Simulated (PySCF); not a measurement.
# C4H6: the cost of one run

Method: levels as typed in each script, gas phase, geometry from GFN2-xTB; program: PySCF 2.14.0.

## 1. Where the work starts

SMILES `CC1C=C1`, 10 atoms, charge 0, spin multiplicity 1.

Bond lengths: C1–C2 1.514 Å, C1–H5 1.090 Å, C1–H6 1.088 Å, C1–H7 1.088 Å, C2–C3 1.500 Å, C2–C4 1.500 Å, C2–H8 1.089 Å, C3–C4 1.300 Å, C3–H9 1.062 Å, C4–H10 1.062 Å. Angles: C2–C1–H5 110.5°, C2–C1–H6 110.5°, C2–C1–H7 110.7°, H5–C1–H6 108.3°, H5–C1–H7 108.1°, H6–C1–H7 108.7°, C1–C2–C3 120.9°, C1–C2–C4 120.9°, C1–C2–H8 113.2°, C3–C2–C4 51.4°, C3–C2–H8 118.6°, C4–C2–H8 118.6°, C2–C3–C4 64.3°, C2–C3–H9 145.3°, C4–C3–H9 150.3°, C2–C4–C3 64.3°, C2–C4–H10 145.4°, C3–C4–H10 150.3°.

Geometry (Å):

```mol
C4H6
  3D, bonds by distance, orders not assigned

 10 10  0  0  0  0  0  0  0  0999 V2000
    1.4898   -0.0008    0.2142 C   0  0
    0.1551    0.0006   -0.4998 C   0  0
   -1.0481    0.6497    0.1165 C   0  0
   -1.0478   -0.6501    0.1164 C   0  0
    2.0691    0.8820   -0.0568 H   0  0
    1.3451    0.0024    1.2926 H   0  0
    2.0694   -0.8812   -0.0570 H   0  0
    0.2498    0.0009   -1.5847 H   0  0
   -1.5140    1.5723    0.3612 H   0  0
   -1.5134   -1.5729    0.3607 H   0  0
  1  2  8  0
  2  3  8  0
  3  4  8  0
  1  5  8  0
  1  6  8  0
  1  7  8  0
  2  8  8  0
  3  9  8  0
  4 10  8  0
  2  4  8  0
M  END
```

## 2. Ring currents (PBE/def2-svpd)

The input, input.py:

```python
import numpy as np
from pyscf import gto, scf, dft
from pyscf.prop import nmr
from pyscf.data import nist

def solve(mol, dm0=None, hcore=None):
    mf = (dft.UKS if mol.spin else dft.RKS)(mol, xc='pbe')
    mf.grids.level = 3
    mf.conv_tol, mf.max_cycle = 1e-8, 80
    if hcore is not None:
        mf.get_hcore = lambda *args: hcore
    mf.kernel(dm0)
    if not mf.converged:
        mf = mf.newton().run(mf.mo_coeff, mf.mo_occ, max_cycle=30)
    assert mf.converged, 'SCF not converged'
    return mf

mol = gto.M(atom='''
C      1.48982    -0.00078     0.21421
C      0.15508     0.00059    -0.49978
C     -1.04806     0.64968     0.11654
C     -1.04782    -0.65007     0.11636
H      2.06908     0.88204    -0.05679
H      1.34508     0.00238     1.29259
H      2.06942    -0.88121    -0.05704
H      0.24978     0.00089    -1.58466
H     -1.51401     1.57228     0.36115
H     -1.51342    -1.57292     0.36070
''', basis='def2-svpd', charge=0, spin=0, verbose=4)
mf = solve(mol)
vxc = nmr.rks.get_vxc_giao  # smaller grid blocks
nmr.rks.get_vxc_giao = lambda *a, **k: vxc(*a, **{**k, 'max_memory': 300})
calc = nmr.RKS(mf)
calc.cphf = True
nuclei = calc.kernel()
mo1 = calc.mo10
# ring centres and points 1 angstrom above and below them
points = np.array([
    [-0.6469, 0.0001, -0.0890],
    [-0.1910, 0.0000, 0.8011],
    [-1.1028, 0.0001, -0.9790],
]) / nist.BOHR
mol.atom_coord = lambda i, unit='Bohr': points[i]
idx = range(len(points))
sigma = (calc.dia(shielding_nuc=idx) + calc.para(mo10=mo1, shielding_nuc=idx)[0]) * nist.ALPHA**2 * 1e6
for p, t in zip(points, sigma):
    print('NICS at %8.4f %8.4f %8.4f  %8.2f ppm' % (*(p * nist.BOHR), -t.trace() / 3))
occ = mf.mo_coeff[:, mf.mo_occ > 0]
dm1 = np.array([mf.mo_coeff @ (2 * x) @ occ.T for x in mo1])
np.savez('result.npz', sigma=sigma, nuclei=nuclei, dm0=mf.make_rdm1(), dm1=dm1, e=mf.e_tot, eps=mf.mo_energy, occ=mf.mo_occ)
```

Started as:

```sh
> OMP_NUM_THREADS=1 python input.py
```

**Question.** How long does this run take on 1 thread of Intel Xeon Platinum 8259CL at 2.50GHz (Skylake/Cascade Lake), shared host, and how much memory does it need?

About 26 s, with a peak of 0.72 GiB.
